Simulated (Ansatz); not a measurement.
`FB[SiH3]` + H₂O → `OBF` + SiH₄ at 500 K and 1 bar (formal hydrolysis of a B–Si bond).

Program: Ansatz. Geometries: PBE0-D4/def2-TZVP. ΔE: electronic, gas phase. CCSD(T)/CBS adds triple-zeta CCSD(T) − MP2 to the extrapolated MP2 energy (def2 sets, frozen cores). This one scheme is used for every species. One conformer a species, not always the lowest.

| species | CCSD(T)/CBS energy (Eh) | H − E (kJ/mol) | S (J/(mol·K)) |
| --- | --- | --- | --- |
| `FB[SiH3]` | -416.08982 | 135.7 | 341.8 |
| H₂O | -76.37941 | 73.2 | 206.3 |
| `OBF` | -201.07426 | 102.6 | 282.2 |
| SiH₄ | -291.46306 | 102.4 | 230.9 |

H − E and S are ideal-gas, rigid-rotor, harmonic terms from PBE0-D4/def2-TZVP, for one conformer and one mirror image of each species. 1 Eh = 2625.50 kJ/mol, R = 8.31446 J/(mol·K).

Question: By hand: ΔE, ΔH, ΔS and ΔG.

Answer: ΔE = (-201.07426) + (-291.46306) − (-416.08982) − (-76.37941) = -0.06809 Eh = -178.8 kJ/mol. Δ(H − E) = 102.6 + 102.4 − 135.7 − 73.2 = -3.9, so ΔH = -182.7 kJ/mol. ΔS = 282.2 + 230.9 − 341.8 − 206.3 = -35.0 J/(mol·K). ΔG = -182.7 − 500 × (-35.0)/1000 = -165.2 kJ/mol.

Question: By hand: the equilibrium constant, and the temperature at which ΔG would vanish if ΔH and ΔS stayed fixed.

Answer: log₁₀ K = −ΔG/(RT ln 10) = 17.3. ΔG = 0 at ΔH/ΔS = 5220 K, far beyond where these terms or the molecules hold.

ΔH outweighs TΔS. A doubt of 5 kJ/mol in ΔE shifts log₁₀ K by 0.5 here. Other conformers and mirror images would add mixing entropy, several J/(mol·K) or more a flexible species. Modes under 60 cm⁻¹, often nearly free rotors, make the harmonic entropy too high. These are equilibria of isolated gas molecules and say nothing of rates. Largest T1 diagnostic: 0.014 (customary marks: 0.02 for closed shells, 0.045 for open ones).
